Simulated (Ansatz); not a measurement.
An Ansatz input:

```yaml
crystal:
  lattice:
    - [12.0, 0.0, 0.0]
    - [0.0, 12.3, 0.0]
    - [0.0, 0.0, 12.6]
  atoms:
    - { symbol: O, position: [0.5, 0.5, 0.4519808754], spin: 0.551, spin_axis: [0, 0, 1] }
    - { symbol: O, position: [0.5, 0.5, 0.5480191246], spin: 0.551, spin_axis: [0, 0, 1] }
hamiltonian:
  xc: pbesol
  pseudopotentials:
    kind: paw_fr
    azcp:
      O: "pseudopotentials/O.paw.azcp"
basis:
  ecutwfc: 420
  fft_grid_basis: typed
kpoints:
  mp_grid: { grid: [1, 1, 1], shift: [0, 0, 0] }
magnetization:
  noncollinear: true
  spin_orbit: true
scf:
  occupations: { method: fermi_dirac, width: 0.01 }
```

Terminal output

```
Warning: the record states the generating functional pbe (its physics header spells it `PBE`), which answers neither for hamiltonian.xc's functional nor for the pbesol family's — results may be inconsistent (PPs are generated against a specific XC)
Engine: ansatz 0.2.0, x86_64-unknown-linux-gnu
Pseudopotentials: kind: paw_fr
Pseudopotential: O, paw_fr, valence charge 6, recommended cutoff 420 eV (normal) 
Functional definition: PBEsol
  exchange = pbesol_x
  correlation = pbesol_c
Crystal: 2 atoms, lattice volume = 1859.760 Å³
Basis set: ecut = 420 eV, 36331 PW (Γ)
Bands: 20, of which v1, the nominal top of the filled ones, is band 12 counted from 1 (11 counted from 0)
Symmetry: 4 space group operations + 4 with time reversal
Magnetic group: BNS 47.252 (UNI 350), of the structure as read, at distance tolerance 1.2e-4 Å
k-points: 1
Projection manifold: j_resolved (fully-relativistic pseudo-atomic orbitals)
Non-local potential: O, projectors of the file, l = 0: 2, l = 1: 4, l = 2: 2
PAW form: soft (Blöchl's): semilocal exchange-correlation on the pseudo side does not see the compensation charge
PAW frozen core: O, regenerated for the run's functional, and the local potential with it (the file was generated under x = pbe(κ = 0.804, μ = 0.2195149727645171), c = pbe(β = 0.06672455060314922))
PAW one-centre angular grid: O, 110 points (default); XC on 64 Gauss nodes
Initial density: superposition of atomic densities (neutral atoms: chi_scale 0, normalization atom)
Starting moments: Σ|m| = 1.102 μB on 2 of 2 sites
Initial wavefunctions: pseudopotential atomic-orbital guess
Functional: x = pbesol(κ = 0.804, μ = 0.12345679012345678), c = pbesol(β = 0.046)
SCF iter   1: F=—  HF=-1116.265507 eV  |F-HF|=—  |Δ(HF+E_count)|=         —  Δρ=1.54e-2  dr2=5.31e-1  dr2_m=1.01e0  ethr=3.10e-3  |M|=2.00e0 ∫|m|=2.01e0 μB  |m|>n=4.2e-1 m-floor=4.2e-1 τ_xc=5.8e-16 mc-row=4.2e-1  β_m=1.00  ⟨swp⟩=13.0  Hψ=182  notcnv=0
spin=Noncollinear: Resta preconditioning applied to the charge; magnetization (m_x, m_y, m_z) channels mix plain (no charge-response kernel on spin).
SCF iter   2: F=—  HF=-1116.392936 eV  |F-HF|=—  |Δ(HF+E_count)|=   1.27e-1  Δρ=5.27e-3  dr2=1.67e-1  dr2_m=1.70e-2  ethr=3.10e-3  |M|=2.00e0 ∫|m|=2.04e0 μB  |m|>n=7.8e-1 m-floor=7.8e-1 τ_xc=2.0e-4 mc-row=7.8e-1 uncertified=63686  β_m=1.00  ⟨swp⟩=2.0  Hψ=41  notcnv=0  defer=1
SCF iter   3: F=—  HF=-1116.435433 eV  |F-HF|=—  |Δ(HF+E_count)|=   4.25e-2  Δρ=1.26e-3  dr2=4.98e-3  dr2_m=6.78e-4  ethr=1.39e-3  |M|=2.00e0 ∫|m|=2.04e0 μB  |m|>n=8.1e-1 m-floor=8.1e-1 τ_xc=3.3e-4 mc-row=8.1e-1 uncertified=45498  β_m=1.00  ⟨swp⟩=2.0  Hψ=28  notcnv=0  defer=4
SCF iter   4: F=—  HF=-1116.498184 eV  |F-HF|=—  |Δ(HF+E_count)|=   6.28e-2  Δρ=3.03e-4  dr2=3.68e-4  dr2_m=9.60e-5  ethr=4.15e-5  |M|=2.00e0 ∫|m|=2.04e0 μB  |m|>n=8.2e-1 m-floor=8.2e-1 τ_xc=3.9e-4 mc-row=8.2e-1 uncertified=30740  β_m=1.00  ⟨swp⟩=4.0  Hψ=42  notcnv=0  defer=4
SCF iter   5: F=—  HF=-1116.532178 eV  |F-HF|=—  |Δ(HF+E_count)|=   3.40e-2  Δρ=9.66e-5  dr2=7.78e-5  dr2_m=2.86e-5  ethr=3.07e-6  |M|=2.00e0 ∫|m|=2.04e0 μB  |m|>n=8.1e-1 m-floor=8.2e-1 τ_xc=4.2e-4 mc-row=8.2e-1 uncertified=24168  β_m=0.30  ⟨swp⟩=3.0  Hψ=34  notcnv=0  defer=4
Mixer restart at iter 5: flushing history
spin-set hold released at iteration 5 (site moments contracting): the magnetisation degrees of freedom join the quasi-Newton model from the next iteration; the mixer history was flushed
SCF iter   6: F=—  HF=-1116.550281 eV  |F-HF|=—  |Δ(HF+E_count)|=   1.81e-2  Δρ=9.60e-5  dr2=3.00e-5  dr2_m=3.94e-5  ethr=6.48e-7  |M|=2.00e0 ∫|m|=2.05e0 μB  |m|>n=8.0e-1 m-floor=8.0e-1 τ_xc=3.8e-4 mc-row=8.0e-1 uncertified=24866  β_m=0.65  ⟨swp⟩=3.0  Hψ=50  notcnv=0  defer=4
SCF iter   7: F=—  HF=-1116.568639 eV  |F-HF|=—  |Δ(HF+E_count)|=   1.84e-2  Δρ=6.14e-5  dr2=3.95e-7  dr2_m=1.61e-5  ethr=2.50e-7  |M|=2.00e0 ∫|m|=2.05e0 μB  |m|>n=5.4e-1 m-floor=5.4e-1 τ_xc=3.9e-4 mc-row=5.4e-1 uncertified=30698  β_m=0.82  ⟨swp⟩=5.0  Hψ=48  notcnv=0  defer=4
SCF iter   8: F=—  HF=-1116.568648 eV  |F-HF|=—  |Δ(HF+E_count)|=   9.58e-6  Δρ=1.63e-5  dr2=3.70e-8  dr2_m=1.13e-6  ethr=8.33e-10  |M|=2.00e0 ∫|m|=2.05e0 μB  |m|>n=3.2e-1 m-floor=3.3e-1 τ_xc=3.9e-4 mc-row=3.3e-1 uncertified=16784  β_m=0.91  ⟨swp⟩=3.0  Hψ=48  notcnv=0
SCF iter   9: F=-1116.568649 eV  HF=-1116.568649 eV  |F-HF|=5.14e-8  |Δ(HF+E_count)|=   7.48e-7  Δρ=2.30e-6  dr2=6.16e-8  dr2_m=5.70e-10  ethr=3.08e-10  |M|=2.00e0 ∫|m|=2.05e0 μB  |m|>n=2.3e-1 m-floor=2.4e-1 τ_xc=3.9e-4 mc-row=2.4e-1 uncertified=4208  ⟨swp⟩=3.0  Hψ=45  notcnv=0
SCF 1 converged in 9 iterations: F = -1116.568649 eV  dr2 = 6.16e-8
SCF converged after 9 iterations
Magnetization: |M| = 1.9999 μB,  M = (-0.0000, -0.0000, +1.9999) μB
Absolute magnetization: 2.0483 μB (∫|m|, with the PAW one-centre terms)
  site 0: m = (-0.0000, +0.0000, +0.5512) μB, |m| = 0.5512 μB  (R = 0.50 Å)
  site 1: m = (-0.0000, -0.0000, +0.5512) μB, |m| = 0.5512 μB  (R = 0.50 Å)
Free energy (F): -1116.568649 eV
Harris-Foulkes:  -1116.568649 eV  (|F-HF|=5.14e-8)
Internal energy: -1116.568649 eV  (E = F + TS)
E sigma→0 (E₀):  -1116.568649 eV
Fermi energy:    -5.541389 eV
--- Per-component energies (eV) ---
  E_band       = -192.388081
  E_kinetic    = 340.725466
  E_local      = -2222.061690  (includes V_loc(G=0)·N_el)
  E_nonlocal   = 98.609033
  E_hartree    = 920.385327
  E_xc         = -140.798314
  E_vxc        = -180.184582  (∫ρ·V_xc dr)
  E_paw        = -303.606581  (= ΣΔE_a)
  E_vpaw       = -70.261991  (= ΣTr[D̂ρ^β])
  E_aug_tail   = 0.004728  (compensation charges beyond the density's cutoff)
  E_ewald      = 190.102775
  E_core_change = 0.070607  (= ΣΔE_core)
  E_smearing   = -0.000000  (= −TS)
  E_closure    = 0.000000  (closes the sum)
  Σ components = -1116.568649   (vs F -1116.568649, Δ=0.00e0)
```
